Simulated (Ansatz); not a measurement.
# CH₃BO: basis-set convergence

One table from this session's results is given with a row withheld; the runs are named, their logs left out.

The runs use Ansatz 0.2.0, Gaussian basis; one geometry, several basis sets.

The runs, in order: PBE0-D4/def2-SVP; ωB97M-V/def2-SVP; PBE0-D4/def2-QZVPP; ωB97M-V/def2-QZVPP; the functionals' def2-TZVPP values are taken from earlier runs.

1 further run of the same task is left out (it didn't finish).

### The geometry

All runs share one geometry, relaxed beforehand with PBE0-D4 in a triple-zeta def2 set.

SMILES `B1CO1`, 6 atoms, charge 0, spin multiplicity 1.

Atoms are counted from 1 here; the program's logs count them from 0.

Bond lengths: B1–C2 1.510 Å, B1–O3 1.327 Å, B1–H4 1.183 Å, C2–O3 1.500 Å, C2–H5 1.086 Å, C2–H6 1.086 Å. Angles: C2–B1–O3 63.5°, C2–B1–H4 159.3°, O3–B1–H4 137.2°, B1–C2–O3 52.3°, B1–C2–H5 122.4°, B1–C2–H6 122.3°, O3–C2–H5 112.6°, O3–C2–H6 112.6°, H5–C2–H6 114.6°, B1–O3–C2 64.2°.

The first run:

in.yaml reads:

```yaml
crystal:
  periodic: [false, false, false]
  atoms:
    - {symbol: B, position_ang: [-0.656446, -0.423098, -0.388629]}
    - {symbol: C, position_ang: [0.579005, 0.136266, 0.275477]}
    - {symbol: O, position_ang: [-0.667589, 0.874741, -0.112406]}
    - {symbol: H, position_ang: [-1.387243, -1.212977, -0.880932]}
    - {symbol: H, position_ang: [1.447989, 0.458468, -0.290843]}
    - {symbol: H, position_ang: [0.726384, 0.102602, 1.351034]}
basis:
  gaussian: {orbitals: def2-SVP}
hamiltonian: {xc: pbe0, dispersion: d4}
output: {orbitals: {seedname: orbitals}}
```

Started as:

```sh
$ ansatz run in.yaml --threads 2 --pin off --events-out ev --progress --plain --max-ram 4352MiB
```

Steps of the session up to this table: PBE0-D4 in def2-SVP; ωB97M-V in def2-SVP; PBE0-D4 in def2-QZVPP; ωB97M-V in def2-QZVPP.

One of the session's tables, all rows but one given; the rest of the session is left out.

```
functional       basis  HOMO (eV)  LUMO (eV)
   PBE0-D4    def2-SVP          ?          ?
   PBE0-D4  def2-TZVPP      -8.29      -0.42
   PBE0-D4  def2-QZVPP      -8.31      -0.49
   ωB97M-V    def2-SVP     -10.57       1.93
   ωB97M-V  def2-TZVPP     -10.63       1.48
   ωB97M-V  def2-QZVPP     -10.64       1.24
```

**Question.** Estimate the row for PBE0-D4, def2-SVP.

**Answer.** HOMO (eV): -8.25; LUMO (eV): -0.20. In the column «HOMO (eV)» it is the highest.
